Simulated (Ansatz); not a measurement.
C$_{4}$H$_{7}$FS, SMILES `CC(C)(F)C=S`, relaxed with RKS PBE-D4/def2-SVP in the Gaussian-basis code of Ansatz from a rough embedded geometry. The force threshold is 0.03 eV/Å; the program also tests the step.

The species carries charge 0 and has multiplicity 1.

Start:

```xyz
13

C     0.504   -1.037    0.819
C    -0.127   -0.211   -0.316
C     0.803    0.917   -0.673
F    -0.238   -0.913   -1.425
C    -1.451    0.360    0.136
S    -2.934    0.061   -0.621
H     0.605   -0.485    1.727
H     1.406   -1.461    0.480
H    -0.234   -1.916    1.052
H     0.385    1.550   -1.445
H     1.770    0.559   -0.980
H     0.962    1.624    0.223
H    -1.450    0.952    1.025
```

```
step  energy (eV)  largest force (eV/Å)  largest move (Å)
   1  -17792.0296                 3.276             0.000
   2  -17792.4437                 1.496             0.060
   3  -17792.5263                 0.201             0.058
   4  -17792.5349                 0.118             0.039
   5  -17792.5354                 0.121             0.014
   6  -17792.5363                 0.022             0.012
```

End:

```xyz
13

C     0.452   -1.077    0.816
C    -0.124   -0.193   -0.299
C     0.804    0.975   -0.658
F    -0.267   -0.984   -1.433
C    -1.473    0.348    0.133
S    -2.893    0.066   -0.602
H     0.582   -0.509    1.758
H     1.439   -1.468    0.498
H    -0.225   -1.933    1.005
H     0.375    1.551   -1.500
H     1.792    0.577   -0.965
H     0.949    1.656    0.204
H    -1.411    0.990    1.042
```

Hardware: 2 threads of an AMD EPYC 7R13 on a shared host. Wall time 13 s, peak host memory 0.18 GiB.
